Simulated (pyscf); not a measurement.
Single points on ωB97X-D3(BJ)/def2-SVP structures (PySCF, gas phase).

Task: Estimate the classical barrier height and the reaction energy of H₃C–Sn(Cl)(Cl)–Cl + hydrogen fluoride (HF) -> methane (CH₄) + F–Sn(Cl)(Cl)–Cl at ωB97M-D3(BJ)/def2-TZVP. The step runs on the singlet surface, breaks C–Sn, F–H and forms C–H, F–Sn; take the separated reactants as zero.

Result: ΔE‡ = 31.4 kcal/mol, ΔE = -11.2 kcal/mol. Zero-point energy shifts the barrier by -0.6 kcal/mol. It is a four-centre exchange, with an imaginary mode of 1198i cm⁻¹. On the reactant side the descent ends in a complex (not fully relaxed), 5.9 kcal/mol under the separated species and 36.9 kcal/mol under the saddle at ωB97X-D3(BJ)/def2-TZVP. This is the saddle that the search found; another between the same sides may lie lower. Elements past Kr carry the def2 core potentials, without spin-orbit coupling.
